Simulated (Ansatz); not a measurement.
Input file:

```yaml
crystal:
  periodic: [false, false, false]
  atoms:
    - {symbol: Al, position_ang: [0.000000, 0.000000, 0.000000]}
    - {symbol: Ga, position_ang: [0.000000, 0.000000, 4.255000]}
basis:
  gaussian: {orbitals: def2-TZVP}
magnetization: {spin_polarized: false}
correlation: {method: mp2, electrons: outside_noble_gas}
output: {forces: true}
```

```sh
$ ansatz run in.yaml --threads 1 --pin off --events-out ev --progress --plain --max-ram 2393MiB
```

Output:

```
545 factors; integrals over basis functions are off by at most 1.1e-3 eV
mean field evaluation 1: about -58914.4041 eV, gradient 3.5e0 eV
mean field evaluation 2: about -58914.4055 eV, gradient 3.5e0 eV
mean field evaluation 4: about -58914.5559 eV, gradient 7.3e-1 eV
mean field evaluation 8: about -58914.5582 eV, gradient 1.8e-5 eV
mean field evaluation 16: about -58894.9723 eV, gradient 2.2e1 eV
mean field evaluation 32: about -58901.9145 eV, gradient 2.0e0 eV
mean field evaluation 64: about -58913.4495 eV, gradient 9.9e-6 eV
mean field evaluation 96: about -58914.5462 eV, gradient 1.7e0 eV
mean field evaluation 128: about -58914.5286 eV, gradient 2.2e0 eV
mean field evaluation 160: about -58896.7940 eV, gradient 1.8e1 eV
mean field -58914.55821062 eV, -2165.0700805185 hartree, gradient 6.4e-6 eV, S^2 0.000000; 11 other end points of the search recorded, 0 dependent functions left out; unrestricted orbitals would lower it
19 core orbitals not correlated: weight in the atoms' cores, before any rotation towards them, 1.000 or more for the frozen orbitals, at most 0.000 for the correlated occupied ones
reference -58914.55821062 eV, -2165.0700805185 hartree; 3, 3 occupied and 63, 63 virtual orbitals, 545 factors
second order -2.64608060 eV of doubles, -0.00000000 eV of singles
the calculation of the forces begins
Total energy: -58917.20429123 eV, -2165.1673221871 hartree
Atom 0 at     0.000000     0.000000     0.000000 Å, force     0.000000     0.000000     0.800713 eV/Å
Atom 1 at     0.000000     0.000000     4.255000 Å, force     0.000000     0.000000    -0.800713 eV/Å
Dipole moment:     0.000000    -0.000000     0.095387 e Å
```

Forces (eV/Å):
```
Al   0.000  0.000  0.801
Ga   0.000  0.000 -0.801
```

Ran on 1 thread of Arm Neoverse V2, shared host: 4.1 s wall, 0.17 GiB peak host memory.
